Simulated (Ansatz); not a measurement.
## How far a parabola holds: energy against volume of fcc Rh

fcc Rh was calculated with rVV10 (PAW; Ansatz, a first-principles code). Settings: plane-wave cutoff 520 eV, 24×24×24 k mesh, Fermi–Dirac smearing 0.05 eV, no spin polarisation, scalar-relativistic PAW data made under PBE. The cell has no free parameter but its volume, all volumes share cutoff and mesh, and the runs aren't spin-polarised. Energies are free energies at the run's smearing, counted from the lowest row; static lattice.

```csv
V (Å³/atom),E (meV/atom)
13.867,19.17
14.156,4.63
14.445,0.00
14.734,4.12
15.022,15.99
15.311,?
```

Taking a parabola for E over the 5 complete rows: With u = V - 14.4, the rows have u = -0.5330, -0.2440, 0.0450, 0.3340, 0.6220. Least squares gives E = 0.193 - 7.085·u + 52.758·u². Residuals (row less fit): 0.213, -0.433, 0.019, 0.408, -0.207; standard error 0.470 (degrees of freedom: 2). The fitted curve has its minimum at V = 14.5, where E = -0.04. Its curvature is d²E/dV² = 2 × 52.758 meV/Å⁶, so B = V0·d²E/dV² × 0.1602 = 245 GPa.

Question: Predict the withheld E at V = 15.311 from the fit, and compare with the calculation.

Answer: u = 0.9110, so E = 0.193 - 7.085 × 0.9110 + 52.758 × 0.9110² = 37.524 meV/atom. The calculation gives 34.69 meV/atom, 2.834 meV/atom below the prediction (8.2 % of the range of E in the table). The row lies outside the fitted rows, so this is an extrapolation. From the scatter of the fitted rows alone, a prediction at this place has a standard error of 1.113 meV/atom, so the miss is 2.5 times that.

The residuals are curvature that a parabola lacks, not noise. A solid that stiffens under compression and softens on expansion lies above the parabola at the compressed end and under it at the expanded end, as this row does. A third-order Birch-Murnaghan fit to the whole scan has B0 = 242 GPa. Only scans are tabulated whose curvature falls smoothly with volume, and where the parabola meets the shown rows within 5 % of their range and misses the end by 0.1 meV or more.

Measured, for comparison: bulk modulus 271 GPa (corrected for temperature and zero-point phonon effects, sources range from 271 to 289; as tabulated in Levämäki et al. (2014), arXiv:1402.3671). Computed less measured: bulk modulus -11 % (-11 % to -16 % over the range).
